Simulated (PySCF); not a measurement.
## Mayer bond orders and bond lengths

Species: C2F3N.
Numbering: `[C-:1]#[N+:2][C:3]([F:4])([F:5])[F:6]`

Structure used (PBE0-D3(BJ)/def2-TZVP), in Å, numbered top down from 1:
```
atom  x, y, z in Å
C1     2.130    0.140   -0.153
N2     0.966    0.062   -0.075
C3    -0.429   -0.034    0.022
F4    -0.999    1.005   -0.566
F5    -0.795   -0.060    1.293
F6    -0.850   -1.142   -0.566
```

Bond orders from the PBE0/pcSseg-2 density (PySCF). Geometry: PBE0-D3(BJ)/def2-TZVP; no solvent, vibrations or thermal averaging.

(1) Where do the orders between heavy atoms depart from those drawn in the SMILES?

(2) Set the Mayer orders of the bonds beside their lengths.

Results:

(1) The largest departure is 0.421, at C1–N2 (drawn triple, 2.579). Drawn double or triple, more than 0.30 short of the drawn order: C1–N2 (2.579). The SMILES, with its formal charges, is one Lewis structure only.

(2) 
```csv
bond,drawn as,length (Å),Mayer order
C1–N2,triple,1.169,2.579
N2–C3,single,1.402,0.996
C3–F4,single,1.323,1.084
C3–F5,single,1.323,1.084
C3–F6,single,1.323,1.084
```

Bonds between the same two heavy elements. C–N: lowest N2–C3 (0.996, 1.402 Å), highest C1–N2 (2.579, 1.169 Å). C–F: all 3 within 0.02 of one another (1.084 to 1.084).

Q: Sum the orders of all bonds at each heavy atom with more than one neighbour and set the sums beside the valence in the SMILES.

A: N2 3.575 (drawn 4), C3 4.248 (drawn 4). Orders between atoms that aren't bonded are not in these sums.

Mayer orders depend on the basis set.
